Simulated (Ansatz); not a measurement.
```yaml
crystal:
  periodic: [false, false, false]
  atoms:
    - {symbol: Cl, position_ang: [-1.520740, -0.680178, -0.004176]}
    - {symbol: B, position_ang: [0.026401, 0.100158, -0.068738]}
    - {symbol: Cl, position_ang: [1.410714, -0.614525, 0.692605]}
    - {symbol: H, position_ang: [0.139025, 1.134246, -0.639991]}
basis:
  gaussian: {orbitals: "6-31G*"}
magnetization: {spin_polarized: true, initial_magnetization: 3}
hamiltonian: {xc: {name: BLYP}, pseudopotentials: {relativity: scalar}}
output: {forces: true}
```

```sh
$ ansatz run in.yaml --threads 2 --pin off --events-out ev --progress --plain --max-ram 32768MiB --backend cpu
```

It prints (some lines left out):

```
Error: a molecule whose nuclei and cores have a total charge of 40 cannot have a net charge of 0 together with 3 unpaired electrons
```

Problem. What is wrong with this run?

Solution. The number of unpaired electrons doesn't fit the electron count. The input was rejected before any iteration.
